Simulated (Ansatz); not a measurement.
# CHAlN (doublet): the correlation ladder, def2-TZVPP

An exercise on one series of results from a longer session: the logs are not shown, and one member is left open.

The runs use Ansatz 0.2.0, Gaussian basis; def2-TZVPP, core rule «outside noble gas», up to 7 orbitals frozen.

Plan: UHF; ROHF; CCSD(T) on UHF.

2 further runs of the same task are left out: 2 set aside as unsound or not needed.

## The system

The geometry is a PBE0/def2-TZVP stationary point (not a proven minimum).

4 atoms, charge 0, spin multiplicity 2.

Atoms are counted from 1 here; the program's logs count them from 0.

Bond lengths: Al1–N2 1.833 Å, N2–C3 1.207 Å, C3–H4 1.103 Å. Angles: Al1–N2–C3 173.8°, N2–C3–H4 130.3°.

Coordinates:

```xyz
4
charge 0, multiplicity 2
Al    0.0000   -0.1140    2.1755
N     0.0001   -0.1231    0.3423
C     0.0000   -0.2593   -0.8572
H     0.0000    0.4963   -1.6606
```

Set-up of the first run:

in.yaml

```yaml
crystal:
  periodic: [false, false, false]
  atoms:
    - {symbol: Al, position_ang: [-0.000006, -0.113958, 2.175529]}
    - {symbol: N, position_ang: [0.000059, -0.123062, 0.342317]}
    - {symbol: C, position_ang: [-0.000023, -0.259290, -0.857208]}
    - {symbol: H, position_ang: [-0.000030, 0.496310, -1.660638]}
basis:
  gaussian: {orbitals: def2-TZVPP}
magnetization: {spin_polarized: true, initial_magnetization: 1}
hamiltonian: {xc: hf}
output: {orbitals: {seedname: orbitals}}
```

Command:

```console
$ ansatz run in.yaml --threads 1 --pin off --events-out ev --progress --plain --max-ram 4096MiB --backend cpu
```

Steps of the session up to this table: UHF; ROHF; CCSD(T) on UHF.

One of the session's tables, all rows but one given; the rest of the session is left out.

| method | from UCCSD(T) (meV) |
| --- | --- |
| ROHF | +11679.0 |
| UHF | +11540.5 |
| UMP2 | ? |
| UCCSD | +560.6 |
| UCCSD(T) | 0 |

Q: Estimate the row for UMP2 from the others.

**Answer.** from UCCSD(T) (meV): +1128.4. In the column «from UCCSD(T) (meV)» it lies between UCCSD (+560.6) and UHF (+11540.5).

With the free atoms at the same levels and basis (separate runs), the atomisation energy is 13.841 eV at UCCSD(T), 9.403 eV at ROHF.
